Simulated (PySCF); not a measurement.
Species: C4H9Cl.
Cartesian coordinates in Å at the PBE0-D3(BJ)/def2-TZVP level; atoms count from 1:
```xyz
14
C4H9Cl angstrom
C     -0.876   -1.039    0.332
C      0.203   -0.044    0.713
C     -0.144    1.356    0.247
C      1.564   -0.478    0.206
Cl     0.288   -0.006    2.532
H     -0.971   -1.071   -0.757
H     -1.839   -0.749    0.755
H     -0.628   -2.040    0.687
H     -1.105    1.675    0.653
H     -0.207    1.370   -0.845
H      0.618    2.071    0.559
H      1.550   -0.516   -0.887
H      1.821   -1.469    0.582
H      2.339    0.223    0.517
```

Computed at PBE0/pcSseg-2 (PySCF, non-relativistic), with Q(35Cl) = −0.0817 b: Cl5, 35Cl (I = 3/2): χzz = -68.41 MHz, η = 0.001.

**Question.** Find the zero-field quadrupole resonance frequencies of 35Cl at Cl5.

**Answer.** From ν = (|χ|/2)√(1 + η²/3): ν = 34.21 MHz (alkyl chlorine). For 37Cl the ratio of quadrupole moments, 0.7881, gives 26.96 MHz.

**Question.** Apply the simplest Townes–Dailey estimate (no s hybridisation, no π bonding), ionic character = 1 − χzz/χ0, where χ0 is the coupling for one missing p electron along the bond: −109.74 MHz for 35Cl.

**Answer.** Cl5 on C2: 1 − (-68.41)/(-109.74) = 0.38. In this model a purely covalent bond gives χ0 and a free halide ion gives zero; s hybridisation or π bonding, where present, is counted here as ionic character.

In a crystal, neighbours and librations shift these lines. Isolated species at its PBE0-D3(BJ)/def2-TZVP geometry, gas phase.
